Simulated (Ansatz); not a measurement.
A structure of AlP relaxed with PBEsol (plane waves to 420 eV, PAW, scalar-relativistic; Ansatz, a first-principles code); single points at other levels follow on the same geometry (Ansatz, PAW; HSE06 at 420 eV on a 8×8×8 k-mesh; no spin-orbit coupling). Space group F-43m (No. 216).

```xyz
2
Lattice="0.0000 2.7352 2.7352 2.7352 0.0000 2.7352 2.7352 2.7352 0.0000" Properties=species:S:1:pos:R:3 pbc="T T T"
P      1.3676     1.3676     1.3676
Al     0.0000     0.0000     0.0000
```

```csv
level,gap (eV),kind,conduction minimum
PBEsol,1.45,indirect,X
HSE06,2.28,–,X
```

HSE06 gaps come from a coarse mesh plus a few chosen points, so they may be too large. No spin polarisation in the result.

Measured for AlP: a 5.451 Å (static lattice; corrected from measurement; as listed in Daniel Mejia-Rodriguez, S. B. Trickey, Phys. Rev. B (2018)); gap 2.54 eV (static lattice; corrected from measurement; as listed in Wei Chen et al., Physical Review Materials (2018)). Computed minus measured — a: PBEsol +0.4 %; gap: PBEsol -1.09 eV, HSE06 -0.26 eV. The computed values are for a static lattice, and a measured gap can be an optical one, lowered by exciton binding.

The run could not lose the symmetry of its start.

All atoms sit on sites fixed by symmetry, so only the cell could relax.
